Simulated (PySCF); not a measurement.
Molecule: `FC1CCC1`, C4H7F.

Cartesian coordinates in Å; atom numbers follow the order of the lines, from 1:
```xyz
12

F     0.1855   -2.1437   -0.4613
C     0.0025   -1.0097    0.2940
C    -1.0576   -0.0393   -0.2369
C    -0.0387    1.1052   -0.1044
C     1.0764    0.0680    0.1124
H    -0.1510   -1.3472    1.3225
H    -1.3126   -0.2627   -1.2701
H    -1.9692    0.0419    0.3494
H    -0.2129    1.7246    0.7723
H     0.0709    1.7454   -0.9760
H     1.7428    0.2311    0.9557
H     1.6651   -0.1144   -0.7837
```

Frames of a GFN2-xTB Langevin trajectory at 600 K; GIAO PBE0/pcSseg-1 shieldings in PySCF, gas phase, non-relativistic; equivalent atoms averaged within each frame.

Chemical shifts δ = σref − σ; $^{19}$F (σref 170.95) vs CFCl3; $^{13}$C (σref 186.93) and $^{1}$H (σref 31.72) against TMS, all at this level. The references are static minima.

Question: How do the shifts (ppm) fluctuate along the trajectory?

Answer: 
```tsv
time (fs)	F1	C2	C3/C5	C4	H6	H7/H12	H8/H11	H10	H9
optimised geometry	-180.1	89.4	32.3	11.7	5.15	2.39	2.42	1.83	1.57
250	-192.2	101.4	45.9	18.0	5.66	3.46	3.38	2.45	1.80
425	-179.1	90.5	42.4	12.2	5.09	3.68	2.59	0.40	0.40
625	-117.8	111.8	37.2	18.4	5.92	3.97	4.18	1.68	2.45
800	-178.0	92.8	35.1	10.5	5.08	2.60	2.95	1.96	2.14
1000	-163.9	90.3	34.7	11.0	5.89	2.94	2.81	1.33	0.67
mean of frames	-166.2	97.4	39.0	14.0	5.53	3.33	3.18	1.56	1.49
standard deviation	28.8	9.2	4.9	3.9	0.42	0.56	0.63	0.77	0.91
```

5 frames give an uncertainty of the mean of about the standard deviation over 2.2 at best, since frames this close in time may not be independent; classical motion lacks zero-point vibration, and the reference would need the same averaging.
